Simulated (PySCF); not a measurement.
Stretching SiB

Set-up: basis Si def2-TZVPP, B def2-TZVPP; no relativity; PySCF 2.14. Energies in eV from Si + B in their ground configurations at the same level. State: ⁴Σ⁻ (quartet), unpaired electrons σ ↑, π ↑↑.

All columns are r²SCAN. A positive dipole means Si(−)B(+).

```tsv
R (Å)	E (eV)	μ (D)	Mulliken charge on Si (basis-dependent)	HOMO (eV)	LUMO (eV)	Mayer bond order	⟨S²⟩
1.643	-2.783	-0.10	0.04	-5.70	-4.29	2.11	3.76
1.719	-3.298	-0.17	0.03	-5.76	-4.15	2.08	3.76
1.795	-3.585	-0.24	0.04	-5.81	-4.04	2.04	3.76
1.853	-3.687	-0.29	0.04	-5.84	-3.96	2.01	3.76
1.910	-3.716	-0.34	0.05	-5.86	-3.89	1.98	3.75
1.967	-3.689	-0.38	0.05	-5.89	-3.82	1.95	3.75
2.044	-3.588	-0.42	0.06	-5.92	-3.74	1.90	3.75
2.139	-3.394	-0.46	0.06	-5.81	-3.65	1.83	3.75
2.254	-3.107	-0.47	0.05	-5.65	-3.55	1.74	3.75
2.407	-2.695	-0.40	0.03	-5.47	-3.58	1.62	3.75
```

A fit through these points gives, at Re = 1.908 Å, μ = -0.34 D and dμ/dR = -0.760 D/Å; the reduced mass is 7.9 u.

**Question.** How strong is the fundamental in the double-harmonic approximation, I = 42.26·(dμ/dR)²/μred km/mol?

**Answer.** I = 42.26·(-0.760)²/7.9 = 3.09 km/mol at r²SCAN.

The state is the lowest determinant that a PBE0 search found; another state may lie lower at other levels.
